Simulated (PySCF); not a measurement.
# CH5SSi: the cost of one run

Computed with PySCF 2.14.0 and routines of our own; the level stands in each step. Atoms count from 0.

## 1. The system as given

8 atoms, charge 0, multiplicity 2; geometry from: GFN2-xTB.

## 2. Open-shell or spin-flip excitations: unrestricted TDA wB97X-D/def2-SVPD

The job: settings as JSON, then the geometry in Å.

```
{"job": {"kind": "uabs", "xc": "wB97X-D", "basis": "def2-SVPD", "nstates": 10, "tda": true}, "charge": 0, "multiplicity": 2}
C      1.678092    -0.022438     0.513920
S      0.479868    -1.206127     0.262269
Si    -1.323859    -0.017375     0.326006
H      1.450254     1.016287     0.391425
H      2.692776    -0.360841     0.518530
H     -1.385721     0.635365     1.628632
H     -2.359856    -1.009863     0.109016
H     -1.222497     0.974405    -0.739528
```

With the program's defaults for keys left out, this is: unrestricted TDA wB97X-D/def2-SVPD, vertical, gas phase, core orbitals frozen in the response.

Launch:

```bash
OMP_NUM_THREADS=1 python excited_run.py task.json out
```

This one command runs all jobs of the session in turn.

**Question.** How long does this first job take on 1 thread of Arm Neoverse V1, shared host, and how much memory does it need?

About 14 s, with a peak of 0.47 GiB.
